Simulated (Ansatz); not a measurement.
This geometry of AlH$_{3}$ (4 atoms, charge 0, multiplicity 1) is a first-order saddle point.

Method: RKS PBE0-D4/cc-pVDZ in Ansatz 0.2.0.

```xyz
4
Properties=species:S:1:pos:R:3
Al -0.271 0.001 0.597
H 1.140 0.001 1.334
H 1.393 -0.001 -0.092
H -0.694 0.000 -0.933
```

Q: Which two structures does it join? (They come from a converged band through this point; their orientation in space is the band's.)

A: Bonds broken: Al1–H2, Al1–H3. Bonds formed: H2–H3. AlH3 becomes AlH + H2.

Image 0:

```xyz
4
Properties=species:S:1:pos:R:3
Al 0.392 0.000 0.226
H 0.393 0.000 1.822
H 1.774 0.000 -0.571
H -0.990 0.000 -0.571
```

Image 8:

```xyz
4
Properties=species:S:1:pos:R:3
Al -0.937 0.006 0.664
H 1.494 -0.002 0.977
H 1.440 -0.002 0.203
H -0.427 -0.002 -0.937
```

Q: How far does it lie above each of them?

A: 2.68 eV above the first and 1.42 eV above the second. This is the barrier of this one path; another mechanism may lie lower. The orbitals stay closed-shell, which can raise the energy where a bond breaks towards radicals; this wasn't checked here.

Time of the run: 18 s on 1 thread of Intel(R) Xeon(R) 6975P-C (Granite Rapids) (shared host), peak memory 0.095 GiB.
